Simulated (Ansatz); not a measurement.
## Other spins and charges of HB–PH₂, doublet at one geometry

Geometry (PBE0/def2-TZVP stationary point for this spin, not checked as a minimum):

```tsv
atom	x (Å)	y (Å)	z (Å)
B	0.1000	0.1600	1.3248
P	-0.0800	-0.0335	-0.4731
H	0.0340	-0.5521	2.2719
H	0.6856	-1.1488	-0.8924
H	0.6655	1.0138	-1.0512
```

Basis cc-pVDZ; Ansatz 0.2.0. Correlated methods freeze the noble-gas cores. Prefix R: restricted or restricted open-shell reference; prefix U: unrestricted.

Gaps are energies of the second state less the first, at fixed atoms, for a selection of the levels run; each method lands on the state that its own search finds for that charge and spin.

For open shells CISD is restricted-active-space CI with the open shells as a complete middle space.

Removing an electron, to the triplet: 9.829 eV at UCCSDT(Q).

```json
{"level": "UMP2", "gap (eV)": "9.773", "error (meV)": "-56"}
{"level": "RCCSD", "gap (eV)": "9.764", "error (meV)": "-65"}
{"level": "UCCSD", "gap (eV)": "9.763", "error (meV)": "-66"}
{"level": "BCCD(T)", "gap (eV)": "9.822", "error (meV)": "-7"}
{"level": "RCCSDT", "gap (eV)": "9.823", "error (meV)": "-6"}
{"level": "UCCSDT", "gap (eV)": "9.823", "error (meV)": "-6"}
{"level": "BLYP", "gap (eV)": "9.908", "error (meV)": "79"}
{"level": "PBE0", "gap (eV)": "10.004", "error (meV)": "175"}
{"level": "B2PLYP", "gap (eV)": "9.916", "error (meV)": "87"}
{"level": "RPA-PBE", "gap (eV)": "10.011", "error (meV)": "182"}
```

Problem. PBE gives 8.145 eV for removing an electron, to the singlet. Estimate what UCCSDT(Q) gives in cc-pVDZ.

Solution. UCCSDT(Q) in cc-pVDZ gives 7.907 eV, so against it PBE is off by 0.238 eV.

```csv
level,gap (eV),error (meV)
RHF,7.760,-147
UHF,7.820,-87
RMP2,7.933,26
UMP2,7.939,32
CISD,7.927,20
RCCSD,7.944,37
UCCSD,7.945,38
RCCSD(T),7.913,6
UCCSD(T),7.913,6
BCCD(T),7.915,8
RCCSDT,7.910,3
UCCSDT,7.910,3
RCCSDT(Q),7.906,-1
BLYP,7.936,29
r2SCAN,8.343,436
PBE0,8.257,350
B3LYP,8.179,272
wB97M-V,8.008,101
B2PLYP,8.029,122
RPA-PBE,8.022,115
```

Quartet less doublet: 3.560 eV at UCCSDT(Q).

```tsv
level	gap (eV)	error (meV)
RCCSD	3.517	-43
UCCSD	3.515	-45
RCCSD(T)	3.556	-4
BCCD(T)	3.556	-4
UCCSDT	3.556	-4
revPBE	3.414	-146
PBE0	3.426	-134
B3LYP	3.611	51
B2PLYP	3.635	75
RPA-PBE	3.614	54
```

In so small a basis the reference is far from its limit while semilocal and hybrid functionals are nearer theirs (RPA and double hybrids share much of the reference's basis error), so the functionals' errors here hold much of the reference's basis and frozen-core error, which can add to them or hide them.

Full CI isn't at hand for all of this; UCCSDT(Q) serves as the reference, and is uncertain by about the last step of the cluster series. The frozen core follows each run's orbitals, which can shift R against U totals by a few meV.
